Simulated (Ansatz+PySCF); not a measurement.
A calculation with Ansatz (development build ahead of 0.2.0).

```yaml
crystal:
  periodic: [false, false, false]
  atoms:
    - { symbol: P, position_ang: [0.0, 0.0, 0.0] }
    - { symbol: H, position_ang: [1.5428, 0.0, 0.0] }
    - { symbol: H, position_ang: [-1.5428, 0.0, 0.0] }
basis:
  gaussian: { orbitals: "6-31G" }
magnetization:
  spin_polarized: true
  initial_magnetization: 3
hamiltonian:
  xc: hf
correlation:
  method: ccsd_t
  frozen_orbitals: { H: 0, P: 5 }
```

The input is written out in the form of the current development build from the run's settings.

Results

```
Converged                                                          : yes
Reference energy                                                   : -341.71579 hartree
CCSD correlation energy                                            : -0.04927 hartree
Triples correction                                                 : -0.00046 hartree
Total energy                                                       : -341.76553 hartree
Spin squared of the determinant                                    : 3.773
Stability test                                                     : minimum
T1 diagnostic                                                      : 0.013
Largest doubles amplitude                                          : 0.12
Occupied orbitals by symmetry in an Abelian subgroup (alpha; beta) : 4 Ag 2 B1u 2 B2u 2 B3u; 3 Ag 2 B1u 1 B2u 1 B3u
```
